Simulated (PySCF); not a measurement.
Difluorodisulfane, S2F2.
Atom-mapped SMILES: `[F:1][S:2][S:3][F:4]`

Geometry (PBE0-D3(BJ)/def2-SVP, Å), atoms numbered from 1 in this order:
```xyz
4
S2F2 angstrom
F     -1.7178    0.5206    0.6590
S     -0.9168   -0.5565   -0.2976
S      0.9252   -0.5638    0.2519
F      1.7094    0.5997   -0.6133
```

Method used: core-valence-separated Tamm–Dancoff BHandHLYP/aug-pcX-1 (def2-SVPD on S) in PySCF, non-relativistic, gas phase, PBE0-D3(BJ)/def2-SVP geometry. BHandHLYP without relativity tends to put these K edges a few eV too low, so spacings mean more than positions.

**Question.** List the fluorine K-edge absorption lines.

**Answer.** 
```
E (eV)       f  core hole on          main final orbital
681.96  0.0772         F1/F4    LUMO (2 roots, f summed)
685.70  0.0061         F1/F4  LUMO+1 (2 roots, f summed)
686.35  0.0115         F1/F4  LUMO+2 (2 roots, f summed)
687.55  0.0078         F1/F4  LUMO+3 (2 roots, f summed)
688.88  0.0042         F1/F4  LUMO+5 (2 roots, f summed)
```

The first line with a tenth or more of the strongest one's intensity is at 681.96 eV (f = 0.077, sum of 2), with the hole on F1/F4 (sulfur-bound fluorine). It is also the strongest listed.

Roots within 0.03 eV whose holes lie on the same, on equivalent or on shared atoms are summed into one line, and the highest roots are left out, as the search may have cut off their partners. Final orbitals are the ground state's empty Kohn–Sham orbitals.

**Question.** What is the summed oscillator strength of the listed F K lines, and their intensity-weighted mean energy?

**Answer.** Σf = 0.107 over 5 lines from 681.96 to 688.88 eV; the weighted mean is 683.33 eV. The strongest line holds 72 % of the sum.

The list ends where the root search ended, not at a threshold.
